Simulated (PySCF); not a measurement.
# How methods differ on the ionisation energy of B

B [He] 2s2 2p1 (2P) → B+ [He] 2s2 (1S), as a difference of total energies. Computed with PySCF 2.14 in ANO-RCC-VTZP (4s3p2d1f, 30 functions), with scalar relativity by spin-free X2C-1e. Correlated levels: valence: 1s2 frozen; valence and next inner shell: nothing frozen. The calculations carry no spin-orbit coupling.

Task: Order these methods by the ionisation energy they give, lowest first.
A. LDA
B. MP2 (valence)
C. UHF
D. PBE0

Result: C (8.034 eV), B (8.247 eV), A (8.613 eV), D (8.636 eV).

Errors of the correlated levels include the incompleteness of this basis and the frozen core.

For comparison: 8.297 eV (measured; NIST levels, between the centres of gravity of the two terms).
